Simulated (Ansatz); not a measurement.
Dissociation curves of P2H2 (phosphanylidenephosphane)

P2H2 has 4 atoms, charge 0, and is taken as a singlet. As SMILES, `[H]/P=P/[H]`. The coordinates come from a GFN2-xTB relaxation.

```xyz
4

P    -0.0244   -1.0036    0.0883
P     0.0244    1.0035   -0.0883
H     1.0373   -1.0676    1.0033
H    -1.0373    1.0677   -1.0034
```

The P2–H4 distance is scanned; the parts on either side stay rigid. Basis STO-3G, 10 core orbitals frozen in the correlated methods; program Ansatz 0.2.0. FCI is exact within this basis and core. Energies in eV from each method's value at 1.403 Å; methods without a U are spin-restricted. The shape above is that at 1.403 Å.

Question: At 3.51 Å, estimate the order of these methods by their error in the energy rise against FCI, smallest first.
A. MP2
B. CCSDTQ
C. BCCD(T)
D. CCSDT(Q)

Answer: B (0.00 eV), D (0.06 eV), C (0.20 eV), A (0.97 eV).

| distance (Å) | MP2 | BCCD(T) | CCSDT(Q) | CCSDTQ | FCI |
| --- | --- | --- | --- | --- | --- |
| 1.403 | 0.00 | 0.00 | 0.00 | 0.00 | 0.00 |
| 1.754 | 1.06 | 0.89 | 0.89 | 0.89 | 0.89 |
| 2.105 | 2.83 | 2.33 | 2.32 | 2.33 | 2.33 |
| 2.806 | 5.04 | 3.67 | 3.76 | 3.76 | 3.76 |
| 3.508 | 4.94 | 3.77 | 4.03 | 3.97 | 3.97 |
